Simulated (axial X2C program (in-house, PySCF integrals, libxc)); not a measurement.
# Testing model relations on SiP

A bond curve at the PBEsol level, with spin–orbit coupling, was computed with an axial X2C code built on PySCF integrals (basis P dyall-v2z [7s7p1d], Si dyall-v2z [7s7p1d] (cores contracted in-house)) for the state Ω = 3/2 (⟨Sz⟩ = 0.50, ⟨Lz⟩ = 1.00 at PBEsol). Its fit gives Re = 2.1087 Å, ωe = 596.8 cm⁻¹, ωexe = 2.08 cm⁻¹ and αe = 1.330e-03 cm⁻¹; the masses are 30.9738 and 27.9769 u. Two-component means X2C with spin–orbit coupling and atomic mean-field Coulomb and Gaunt terms.

Q: Find the reduced mass, Be and the force constant.

A: From the PBEsol values: μ = 14.6996 u. Be = 16.8576/(μ Re²) = 0.2579 cm⁻¹. k = 5.8918×10⁻⁷ μ ωe² = 3.08 mdyn/Å.

Q: Estimate De from a Morse curve and compare with the computed well depth of 3.996 eV to P + Si.

A: De(Morse) = ωe²/(4ωexe) = 5.308 eV against 3.996 eV computed, a ratio of 1.33. The extrapolation overshoots: the well softens faster than a Morse curve, or the lowest atomic limit lies below the one to which the curve heads.

Q: Where do the fundamental and the first overtone lie?

A: ν(1←0) = ωe − 2ωexe = 592.6 cm⁻¹; ν(2←0) = 2ωe − 6ωexe = 1181.1 cm⁻¹.

Q: The dipole moment p changes by 1.98 D/Å at Re. What harmonic infrared intensity follows?

A: I = 42.256 × (dp/dR)²/μ = 11 km/mol.

Q: A Morse curve ties αe to the other constants (Pekeris). How well does that hold?

A: αe(Morse) = 6Be²/ωe × (√(ωexe/Be) − 1) = 1.230e-03 cm⁻¹; the PBEsol curve gives 1.330e-03 cm⁻¹, a ratio of 0.93.

One determinant describes the state; a PBE0 search over occupations chose it and may have missed a lower one. De is counted from the lowest determinant-based energies of the atoms at the same level, without counterpoise correction. Density functionals use the spin component along the axis (collinear). The 2c atoms are single determinants rather than J levels; their spin–orbit lowering is only partly caught, and De is too large by that part. This holds for PBEsol. Other states lie close and PBE0, whose exact exchange favours high spin, may order them wrongly; the determinant shown need not be the ground state. The nearest other 2c determinant of the search, Ω = 1/2, lies 0.02 eV up at the distance of the search. Without a current term, density functionals place determinants with orbital angular momentum somewhat too high. At some level and bond length an empty orbital lies below a filled one.
